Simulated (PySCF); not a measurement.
# NaSi+: bond curves at several levels of theory

What are the lowest state that PBE0 finds, the bond length, vibrational wavenumber and bond energy of NaSi+, and how much do these hang on the method?

Computed with PySCF 2.14.0. Level: Na pcseg-1, Si pcseg-1, no relativity.

**1. The job**

A driver script around PySCF takes these settings:

```json
{"atoms": "Na, Si", "charge": "1", "basis": "Na pcseg-1, Si pcseg-1", "Hamiltonian": "no relativity", "basis functions": "28", "electrons treated": "24", "masses in u": "22.9898, 27.9769", "levels": "PBE0, PBE, r²SCAN, M06-L, M06-2X, BLYP, CAM-B3LYP, HF, MP2, SCS-MP2, CCSD, CCSD(T)", "grid": "80 radial by 434 angular points", "occupations": "held fixed by the projection of orbital angular momentum", "dissociation limit": "Na+ + Si, each in its ground configuration", "starting distance in angstrom": "2.790", "values of 2S to try": "0, 2"}
```

Further steps of the session: PBE0 along the bond; Excited determinants; PBE (GGA); r²SCAN (meta-GGA); M06-L (meta-GGA); M06-2X (hybrid meta-GGA); BLYP; CAM-B3LYP (range-separated hybrid); UHF (mean field); Correlated methods on the Hartree–Fock reference.

**Question.** What will these runs give? Wanted: for each run, Re; ωe; De; μ.

The runs gave:

Lowest PBE0 solution found, without spin–orbit coupling: ³Π (triplet), unpaired electrons σ ↑, π ↑. State 2 has its PBE0 minimum 0.28 eV higher, as a spin-mixed determinant (⟨S²⟩ = 1.01), so this is no gap between pure states. State 4 has its PBE0 minimum 0.61 eV higher. The other levels ran on the lowest alone.

```csv
level,Re (Å),ωe (cm⁻¹),De (eV),μ (D)
UHF,3.298,123.9,0.356,-6.48
UHF-MP2,3.289,125.6,0.366,n/a
UHF-SCS-MP2,3.294,125.1,0.361,n/a
UHF-CCSD,3.285,126.0,0.367,n/a
UHF-CCSD(T),3.284,126.3,0.369,n/a
PBE,3.239,127.7,0.490,-5.61
BLYP,3.264,123.3,0.50,-5.50
r²SCAN,3.251,126.6,0.416,-6.03
M06-L,3.326,117.2,0.333,-6.68
PBE0,3.221,130.9,0.445,-5.85
M06-2X,3.161,140.5,0.449,-5.76
CAM-B3LYP,3.180,136.1,0.462,-5.76
```

De is counted to Na+ + Si in their ground configurations. A positive dipole points from Na to Si; in an ion it is taken about the centre of mass and does not tell which atom is negative.

The methods spread over 0.165 Å in bond length, from M06-2X to M06-L. CCSD(T) can't serve as the judge here: for a weak bond in this basis it is far from its limit. Of the levels with a De here, M06-L gives the least (0.333 eV) and BLYP the most (0.50 eV).

Correlated steps freeze 6 core orbitals.
